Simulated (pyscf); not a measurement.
Single points on ωB97X-D3(BJ)/def2-SVP structures (PySCF, gas phase).

SMILES: C=CCCC#N
```xyz
13

C     -0.0590    -2.0391     1.1616
C     -0.4569    -0.8722     0.6531
C      0.3570    -0.0325    -0.2950
C     -0.3330     0.1659    -1.6580
C     -1.6281     0.8521    -1.5384
N     -2.6438     1.3896    -1.4117
H     -0.6944    -2.6096     1.8457
H      0.9208    -2.4662     0.9176
H     -1.4460    -0.4765     0.9191
H      1.3381    -0.5020    -0.4687
H      0.5454     0.9585     0.1526
H     -0.5071    -0.8081    -2.1425
H      0.3052     0.7588    -2.3320
```
Charge 0, spin multiplicity 1.

How much does it cost (ΔH, 298 K, ωB97M-D3(BJ)/def2-TZVP) to split H₂C=CH–CH₂–CH₂–C≡N at its C–C bond into •H₂C–CH₂–CH=CH₂ + •C≡N?

C–C to •H₂C–CH₂–CH=CH₂ + •C≡N: 127.4 kcal/mol. The 7 functionals that were run give +116.4 (r²SCAN) to +127.4 kcal/mol (ωB97X-D3(BJ)). The radicals are drawn with the spin at the cut bond; how far it spreads was not checked. •H₂C–CH₂–CH=CH₂ lies 18.1 kcal/mol over its isomer •H₂C–CH=CH–CH₃, and others may lie lower still (electronic energy, ωB97M-D3(BJ)).
